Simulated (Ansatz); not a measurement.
**C3H3F: two geometries relaxed**

Method: RKS PBE0/def2-SVP, in Ansatz 0.2.0.

### Step 1. The system as given

Bond lengths: C1–C2 1.232 Å, C2–C3 1.271 Å, C3–F4 1.345 Å, C1–H5 1.112 Å, C1–H6 1.135 Å, C3–H7 1.133 Å. Angles: C1–C2–C3 179.5°, C2–C1–H5 123.3°, C2–C1–H6 123.9°, H5–C1–H6 112.7°, C2–C3–F4 126.2°, C2–C3–H7 125.9°, F4–C3–H7 107.6°.

Coordinates:

```xyz
7

C    -0.8534    0.9357    0.0312
C    -0.0196    0.0290    0.0359
C     0.8326   -0.9136    0.0355
F     1.0635   -1.7764   -0.9707
H    -1.8926    0.8105    0.4055
H    -0.6728    1.9590   -0.4247
H     1.6035   -1.1122    0.8416
```

### Step 2. Relaxing end A

input.yaml reads:

```yaml
crystal:
  periodic: [false, false, false]
  atoms:
    - { symbol: C, position_ang: [-0.8534, 0.9357, 0.0312] }
    - { symbol: C, position_ang: [-0.0196, 0.029, 0.0359] }
    - { symbol: C, position_ang: [0.8326, -0.9136, 0.0355] }
    - { symbol: F, position_ang: [1.0635, -1.7764, -0.9707] }
    - { symbol: H, position_ang: [-1.8926, 0.8105, 0.4055] }
    - { symbol: H, position_ang: [-0.6728, 1.959, -0.4247] }
    - { symbol: H, position_ang: [1.6035, -1.1122, 0.8416] }
basis:
  gaussian: { orbitals: def2-SVP }
hamiltonian:
  xc: pbe0
relax:
  f_tol: 0.02
  max_steps: 50
output:
  orbitals: {}
```

Command:

```console
$ ansatz run input.yaml --threads 1 --pin off --max-ram 2048MiB --backend cpu --events-out ev --progress --plain --runs-dir out
```

Q: Estimate wall time and peak memory on 1 thread of Intel Xeon Platinum 8488C (Sapphire Rapids), shared host.

About 15 s, with a peak of 0.14 GiB.
